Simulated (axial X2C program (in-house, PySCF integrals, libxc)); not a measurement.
# Testing model relations on CCl⁺

A bond curve at the PBE0 level, two-component, was computed with an in-house all-electron X2C program for linear molecules (integrals from PySCF) (basis Cl dyall-av3z [9s8p3d2f], C dyall-v3z [7s6p2d1f] (cores contracted in-house)) for the state Ω = 0 (closed shell). Its fit gives Re = 1.5394 Å, ωe = 1198.4 cm⁻¹, ωexe = 5.84 cm⁻¹ and αe = 5.991e-03 cm⁻¹; the masses are 34.9689 and 12.0000 u. Two-component means X2C with spin–orbit coupling and atomic mean-field Coulomb and Gaunt terms.

Task: Find the reduced mass, Be and the force constant.

Result: From the PBE0 values: μ = 8.9341 u. Be = 16.8576/(μ Re²) = 0.7962 cm⁻¹. k = 5.8918×10⁻⁷ μ ωe² = 7.56 mdyn/Å.

Task: Estimate De from a Morse curve and compare with the computed well depth of 6.776 eV to Cl + C+.

Result: De(Morse) = ωe²/(4ωexe) = 7.622 eV against 6.776 eV computed, a ratio of 1.12. For De the Morse form works well here.

Task: A Morse curve ties αe to the other constants (Pekeris). How well does that hold?

Result: αe(Morse) = 6Be²/ωe × (√(ωexe/Be) − 1) = 5.422e-03 cm⁻¹; the PBE0 curve gives 5.991e-03 cm⁻¹, a ratio of 0.91.

Task: Give B0, the J = 1←0 line in GHz and the most populated J at 300 K (kT = 208.5 cm⁻¹).

Result: B0 = Be − αe/2 = 0.7932 cm⁻¹; 2B0 = 47.56 GHz; J(max) ≈ √(kT/2B0) − 1/2 = 11.0, so J = 11.

Task: Estimate the centrifugal constant by the Kratzer relation.

Result: D = 4Be³/ωe² = 1.41e-06 cm⁻¹.

One determinant describes the state; a PBE0 search over occupations chose it and may have missed a lower one. De is counted from the lowest determinant-based energies of the atoms at the same level, without counterpoise correction. The 2c atoms are single determinants rather than J levels; their spin–orbit lowering is only partly caught, and De is too large by that part. This holds for PBE0. The functionals have no current-density term, which raises determinants with orbital currents, atoms included.
